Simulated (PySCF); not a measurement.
Compound: F2H3P2 (charge +1).
Geometry (PBE0-D3(BJ)/def2-SVP, Å), atoms numbered from 1 in this order:
```xyz
7
F2H3P2 angstrom
F     -1.297    1.400   -0.494
P     -0.695    0.060   -0.002
F     -1.523   -1.064   -0.670
P      1.348   -0.076   -0.700
H     -1.046   -0.006    1.362
H      1.527   -1.215    0.149
H      1.721    0.873    0.305
```

Level of theory: EOM-IP-CCSD/aug-cc-pVDZ in PySCF, restricted Hartree–Fock reference, frozen core, non-relativistic, gas phase, PBE0-D3(BJ)/def2-SVP geometry.

Hartree–Fock orbital energies give these Koopmans values (eV): HOMO 17.35, HOMO-1 20.15, HOMO-2 20.71.

Q: What vertical ionisation energies does EOM-IP-CCSD give?

A: 
```tsv
leading hole (HF orbital)	Koopmans (eV)	EOM-IP-CCSD (eV)	change (eV)	one-hole share
HOMO	17.35	17.07	-0.28	0.96
HOMO-1	20.15	19.22	-0.93	0.96
HOMO-2	20.71	20.03	-0.68	0.95
```

Q: Does the order of the lines follow the orbital energies?

A: Yes, no two lines change places. The corrections run from -0.93 to -0.28 eV, with a mean of -0.63 eV over the 3 lines; no line lies above its Koopmans value. Koopmans values leave out both the relaxation of the orbitals and the change in correlation energy.

Q: At what kinetic energies would He I light (21.22 eV) eject these electrons?

A: 4.15 eV (HOMO), 2.00 eV (HOMO-1), 1.19 eV (HOMO-2).

Q: What total energy has the lowest final state, and which wavelength reaches it?

A: E(CCSD) + ionisation energy = -882.57958 + 0.62729 = -881.95229 Eh, at the geometry of the initial state. The threshold wavelength is 1239.84 eV nm/17.07 eV = 72.6 nm.

One root was sought for each valence orbital with −ε under 21 eV, eight at most, so deeper holes and satellites are missing; no vibrational structure.

One conformer stands for the species.
